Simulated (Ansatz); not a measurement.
in.yaml

```yaml
crystal:
  periodic: [false, false, false]
  atoms:
    - {symbol: Ga, position_ang: [0.049172, -0.100512, 1.340910]}
    - {symbol: O, position_ang: [-0.086016, 1.154945, -0.112721]}
    - {symbol: Ga, position_ang: [-0.009737, -0.155034, -1.341967]}
    - {symbol: H, position_ang: [-1.362450, -0.655763, 1.862421]}
basis:
  gaussian: {orbitals: cc-pVDZ}
magnetization: {spin_polarized: true, initial_magnetization: 1}
correlation: {method: ccsdt_q, electrons: outside_noble_gas}
```

```sh
$ ansatz run in.yaml --threads 1 --pin off --events-out ev --progress --plain --max-ram 2393MiB
```

Log:

```
1459 factors; integrals over basis functions are off by at most 1.2e-7 eV
mean field evaluation 1: about -106713.7537 eV, gradient 3.5e1 eV
mean field evaluation 2: about -106713.7699 eV, gradient 3.5e1 eV
mean field evaluation 4: about -106719.4961 eV, gradient 2.7e0 eV
mean field evaluation 8: about -106719.6496 eV, gradient 2.0e-1 eV
mean field evaluation 16: about -106711.8225 eV, gradient 4.3e1 eV
mean field evaluation 32: about -106718.3566 eV, gradient 5.1e0 eV
mean field evaluation 64: about -106717.0926 eV, gradient 2.4e0 eV
mean field evaluation 96: about -106717.0699 eV, gradient 2.9e0 eV
mean field evaluation 128: about -106717.5567 eV, gradient 1.9e0 eV
mean field evaluation 160: about -106717.2428 eV, gradient 5.5e-2 eV
mean field -106719.65207786 eV, -3921.8748766829 hartree, gradient 2.1e-6 eV, S^2 0.769628; 9 other end points of the search recorded, 0 dependent functions left out
determinant -106719.65207786 eV, -3921.8748766829 hartree, with singles and doubles -106728.12055818 eV, -3922.1860875947 hartree
determinant -106717.81432731 eV, -3921.8073405961 hartree, with singles and doubles -106725.81782479 eV, -3922.1014637036 hartree
determinant -106717.77614414 eV, -3921.8059373905 hartree, with singles and doubles -106725.94149709 eV, -3922.1060085768 hartree
determinant -106717.66119732 eV, -3921.8017131726 hartree, with singles and doubles -106725.83748525 eV, -3922.1021862119 hartree
29 core orbitals not correlated, not the lowest: weight in the atoms' cores, before any rotation towards them, 0.586 or more for the frozen orbitals, at most 0.469 for the correlated occupied ones
reference -106719.65207786 eV, -3921.8748766829 hartree; 7, 6 occupied and 37, 38 virtual orbitals, 1459 factors
second order -8.03506791 eV of doubles, -0.00000000 eV of singles
...
cycle  15  -8.82533592 eV  change   -1.3e-5 eV  update   4.7e-5
cycle  16  -8.82533280 eV  change    3.1e-6 eV  update   3.4e-5
cycle  17  -8.82533173 eV  change    1.1e-6 eV  update   2.3e-5
cycle  18  -8.82533217 eV  change   -4.5e-7 eV  update   1.5e-5
cycle  19  -8.82533321 eV  change   -1.0e-6 eV  update   1.1e-5
cycle  20  -8.82533428 eV  change   -1.1e-6 eV  update   5.9e-6
cycle  21  -8.82533736 eV  change   -3.1e-6 eV  update   3.8e-6
cycle  22  -8.82533904 eV  change   -1.7e-6 eV  update   2.3e-6
cycle  23  -8.82533772 eV  change    1.3e-6 eV  update   1.4e-6
cycle  24  -8.82533804 eV  change   -3.2e-7 eV  update   8.8e-7
perturbative correction -0.04455381 eV, -0.0016373224 hartree
Total energy: -106728.52196971 eV, -3922.2008391963 hartree
```

Ran on 1 thread of Arm Neoverse V1, shared host: 3.2 min wall, 0.84 GiB peak host memory.
